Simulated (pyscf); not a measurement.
Optimised with ωB97X-D3(BJ)/def2-SVP in PySCF.

Estimate by transition-state theory the rate constant of H₃Si–PH–SiH₃ (SMILES [SiH3]P[SiH3]) + GaH₃ (SMILES [GaH3]) → H₃Si–P(SiH₃)–GaH₂ (SMILES [SiH3][P]([SiH3])[GaH2]) + H₂ (SMILES [H][H]) (singlet surface; H–P, Ga–H broken, Ga–P, H–H formed) at 1200 K, with ωB97M-D3(BJ)/def2-TZVP energies (ideal gas, 1 atm, RRHO with modes under 100 cm⁻¹ raised to 100, one conformer, R ln 2 for chiral ones without a mode under 150 cm⁻¹; no tunnelling).

The electronic barrier is 18.3 kcal/mol and the thermal terms add +44.1, so ΔG‡ = 62.4 kcal/mol. With k_BT/h = 2.50e+13 s⁻¹ and RT = 2.385 kcal/mol, and a volume of 1.64e-19 cm³ per molecule at 1 atm, k = 1.8e-17 cm³ molecule⁻¹ s⁻¹. Wigner's tunnelling factor for 1299i cm⁻¹ would be 1.10. A shift of 1 kcal/mol in the barrier changes k by a factor 1.5. On the reactant side the descent ends in a complex (not fully relaxed), 6.0 kcal/mol under the separated species and 18.4 kcal/mol under the saddle at ωB97X-D3(BJ)/def2-TZVP. At the saddle there is also a short Ga–H contact that neither side keeps. At ωB97X-D3(BJ)/def2-TZVP the barrier from the zero used here is 12.4 kcal/mol. This is the saddle that the search found; another between the same sides may lie lower. Elements up to Kr have no core potential and no relativistic terms here.
